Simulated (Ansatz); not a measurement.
A made-up structure of CH4ClSi (charge -1), closed shell:

```
7
angstrom
C -0.5954 0.4415 -0.3202
Si 1.1668 -0.3735 -0.3410
Cl 0.5910 -2.2649 0.7316
H -0.4882 1.5010 -0.5912
H -1.0923 0.3823 0.6541
H -1.2460 -0.0237 -1.0682
H -0.3311 0.1175 0.6539
```

It is relaxed with PBE-D4/def2-SVPD and then PBE0-D4/def2-TZVPD (Ansatz 0.2.0). Atoms count as bonded within 1.22 times the sum of their covalent radii (H–H: 0.88 Å). The end point is not checked to be a true minimum.

Does its bonding change? (Judge from chemistry; the calculation decides.)

By the calculation: Yes. Formed: Si2–H7; broken: C1–H7, H5–H7.

Where it ends: The first stage lowers the energy by 5.81 eV in 13 steps. It ends as CH₄ClSi ([CH3][SiH][Cl]), total charge -1:
C1  (-0.836, 0.398, -0.445)
Si2  (0.950, -0.307, -0.161)
Cl3  (0.315, -2.307, 0.649)
H4  (-0.757, 1.479, -0.623)
H5  (-1.511, 0.235, 0.402)
H6  (-1.289, -0.048, -1.337)
H7  (1.133, 0.330, 1.233)
(Å)

Labels in which every atom is bracketed show which atoms are joined, not bond orders.

For scale, one of the runs: PBE0-D4/def2-TZVPD relaxation, 162 basis functions, launched by `ansatz run in.yaml --threads 2 --pin off --events-out ev --progress --plain --max-ram 4352MiB`. Hardware: 2 CPU threads of an Arm Neoverse V1, shared host. Wall time about 29 s.
